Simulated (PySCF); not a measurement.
Working out the ionisation energy of N

N [He] 2s2 2p3 (4S) → N⁺ [He] 2s2 2p2 (3P). All numbers are calculated (PySCF 2.14, the non-relativistic Hamiltonian (point nucleus), in aug-cc-pwCVQZ (9s8p6d4f2g, 109 functions)). Frozen: nothing. Energies in hartree (1 hartree = 27.21139 eV):

| part | N (lower) | N⁺ (upper) |
| --- | --- | --- |
| UHF | -54.403839 | -53.893265 |
| MP2 opposite-spin | -0.122568 | -0.112910 |
| MP2 same-spin | -0.037202 | -0.019169 |

Q: What does Hartree-Fock give?

A: (-53.893265) − (-54.403839) = 0.510574 hartree = 13.893 eV.

Q: What do MP2 and SCS-MP2 (6/5 opposite-spin, 1/3 same-spin) give?

A: The opposite-spin parts differ by 0.263 eV and the same-spin parts by 0.491 eV. MP2: 13.893 + (0.263) + (0.491) = 14.647 eV. SCS-MP2: 13.893 + 1.2 × (0.263) + (0.491)/3 = 14.372 eV.

Measured between the centres of the two terms (NIST): 14.545 eV, so MP2 (valence and next inner shell) is off by 0.102 eV.

What remains against the reference includes basis incompleteness and correlation beyond second order.
